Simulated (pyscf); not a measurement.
Routes from GeH₂ (SMILES [GeH2]) [singlet] + H₂O (SMILES O)

Candidate steps break at most two bonds and form at most two. Each was searched with GFN2-xTB (tblite) first. Single points on ωB97X-D3(BJ)/def2-SVP structures (PySCF, gas phase). Energies: ωB97M-D3(BJ)/def2-TZVP, kcal/mol, from the separated reactants, singlet surface; ΔG‡ with ideal gas, 1 atm, RRHO with modes under 100 cm⁻¹ raised to 100, one conformer, R ln 2 for chiral ones without a mode under 150 cm⁻¹.

```json
[
 {"products": "HO–GeH: [singlet] + H₂", "type": "four-centre exchange", "ΔE‡": "8.4", "ΔE": "-17.1", "ΔG‡ 298 K": "17.5", "ΔG‡ 900 K": "37.7", "ν‡ (cm⁻¹)": "1346i"},
 {"products": "HO–GeH₃", "type": "insertion", "ΔE‡": "19.0", "ΔE": "-42.8", "ΔG‡ 298 K": "27.6", "ΔG‡ 900 K": "46.9", "ν‡ (cm⁻¹)": "1548i"},
 {"products": "O=GeH₂ + H₂", "type": "concerted two-bond exchange", "ΔE‡": "73.5", "ΔE": "+13.3", "ΔG‡ 298 K": "78.5", "ΔG‡ 900 K": "97.2", "ν‡ (cm⁻¹)": "1538i"}
]
```

Row 1: On the reactant side the descent ends in an adduct with a Ge–O contact, 16.6 kcal/mol under the separated species and 23.9 kcal/mol under the saddle at ωB97X-D3(BJ)/def2-TZVP. Row 2: On the reactant side the descent ends in an adduct with a Ge–O contact, 16.6 kcal/mol under the separated species and 33.0 kcal/mol under the saddle at ωB97X-D3(BJ)/def2-TZVP. Row 3: On the reactant side the descent ends in an adduct with a Ge–O contact, 16.6 kcal/mol under the separated species and 90.3 kcal/mol under the saddle at ωB97X-D3(BJ)/def2-TZVP. 

Plain bond fissions and candidates not yet searched are not listed, and one of them may be faster. Each barrier is that of the saddle found; lower ones may exist. One closed-shell reference is unstable to symmetry breaking; treat the single-reference values with care. Elements up to Kr have no core potential and no relativistic terms here.
